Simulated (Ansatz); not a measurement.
Basis-set extrapolation for `[SH][Al][SH]` radical (PBE0-D4/def2-TZVP geometry, frozen core, Ansatz). Multiplicity 2, UHF reference.

```csv
,def2-TZVPP,def2-QZVPP
HF,-1038.244865,-1038.274037
MP2 correlation,-0.407713,-0.444493
CCSD(T) correlation,-0.470329,-0.505752
```

Energies in hartree. Use E(X) = E(∞) + A·exp(−7.88·√X) for Hartree–Fock and E(X) = E(∞) + B·X^(−2.97) for correlation, with X = 3 and 4.

Q: What is the CCSD(T) energy at the basis-set limit?

A: HF limit: -1038.274037 + (-0.029172) × 0.13774 = -1038.27806. Correlation limit: -0.505752 + (-0.035423) × 0.74074 = -0.53199. Total: -1038.81005 hartree, 249.0 kJ/mol below CCSD(T)/def2-TZVPP.
